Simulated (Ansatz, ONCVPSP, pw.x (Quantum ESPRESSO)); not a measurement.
**What a changed setting does to a pw.x run (diamond Mg)**

Potential: optimised norm-conserving Vanderbilt (ONCV), ONCVPSP 4.0.1, PBEsol; core [Ne], reference 3s2; waves: 3s: rc 2.85 bohr, ncon 4, nbas 8, qcut 2.1 1/bohr, 2 projectors, debl 1.7 Ha; p scattering state at 0.04 Ha: rc 2.25 bohr, ncon 4, nbas 8, qcut 3.1 1/bohr, local; d scattering state at 0.29 Ha: rc 2.60 bohr, ncon 4, nbas 7, qcut 3.4 1/bohr, 2 projectors, debl 0.7 Ha; local part: the p channel; core correction: Teter function fitted to the true core (icmod 2), fcfact 0.75.

The reference run (k-mesh 8³, cutoffs 50/200 Ry, Fermi–Dirac 0.01 Ry, mixing_beta 0.4, conv_thr 1e-9, no spin) gives -0.10 GPa at 38.999 Å³/atom, where all-electron LAPW gives -0.01 GPa. This run, with its own iteration cap, changes k-mesh shift to 1.

```
&control
  calculation='scf', prefix='x', pseudo_dir='./', outdir='./tmp', tstress=.true., disk_io='none'
/
&system
  ibrav=0, nat=2, ntyp=1, ecutwfc=50, ecutrho=200, nbnd=9,
  occupations='smearing', smearing='fd', degauss=0.01
/
&electrons
  conv_thr=1e-09, mixing_beta=0.4, electron_maxstep=60
/
ATOMIC_SPECIES
Mg 1.0 Mg.UPF
CELL_PARAMETERS angstrom
  0.00000000 3.39118246 3.39118246
  3.39118246 0.00000000 3.39118246
  3.39118246 3.39118246 0.00000000
ATOMIC_POSITIONS crystal
Mg 0.0000 0.0000 0.0000
Mg 0.2500 0.2500 0.2500
K_POINTS automatic
8 8 8 1 1 1
```

```bash
pw.x < Mg.scf.in > Mg.scf.out
```

Question: How does the run end?

Answer: It converges in 7 iterations; the free energy moves by +1.3 meV/atom and the pressure by +0.03 GPa.

```
Message from routine setup:
     using ibrav=0 with symmetry is DISCOURAGED, use correct ibrav instead
     lattice parameter (alat)  =       9.0629  a.u.
     unit-cell volume          =     526.3566 (a.u.)^3
     number of electrons       =         4.00
     number of Kohn-Sham states=            9
     kinetic-energy cutoff     =      50.0000  Ry
     charge density cutoff     =     200.0000  Ry
     scf convergence threshold =      1.0E-09
     Exchange-correlation= PBESOL
     number of k points=    60  Fermi-Dirac smearing, width (Ry)=  0.0100
     iteration #  1     ecut=    50.00 Ry     beta= 0.40
     total energy              =      -5.73358479 Ry
     estimated scf accuracy    <       0.00433314 Ry
     iteration #  2     ecut=    50.00 Ry     beta= 0.40
     total energy              =      -5.73327540 Ry
     estimated scf accuracy    <       0.00125104 Ry
     iteration #  3     ecut=    50.00 Ry     beta= 0.40
     total energy              =      -5.73338467 Ry
     estimated scf accuracy    <       0.00002888 Ry
     iteration #  4     ecut=    50.00 Ry     beta= 0.40
     c_bands:  1 eigenvalues not converged
     total energy              =      -5.73338785 Ry
     estimated scf accuracy    <       0.00000221 Ry
     iteration #  5     ecut=    50.00 Ry     beta= 0.40
     total energy              =      -5.73338813 Ry
     estimated scf accuracy    <       0.00000006 Ry
     iteration #  6     ecut=    50.00 Ry     beta= 0.40
     total energy              =      -5.73338813 Ry
     estimated scf accuracy    <       0.00000004 Ry
     iteration #  7     ecut=    50.00 Ry     beta= 0.40
     the Fermi energy is     0.6985 ev
!    total energy              =      -5.73338813 Ry
     estimated scf accuracy    <          3.1E-10 Ry
     smearing contrib. (-TS)   =      -0.00581198 Ry
     The total energy is F=E-TS. E is the sum of the following terms:
     one-electron contribution =       1.47955697 Ry
     hartree contribution      =       0.11136843 Ry
     xc contribution           =      -3.95616900 Ry
     ewald contribution        =      -3.36233255 Ry
     convergence has been achieved in   7 iterations
          total   stress  (Ry/bohr**3)                   (kbar)     P=       -0.76
     Message from routine punch:
     Nothing written, as per user request (disk_io='none')
```

The run took about 18 s on one core of a shared host (Intel(R) Xeon(R) 6975P-C, 192 threads, 1512 GiB, load 67).
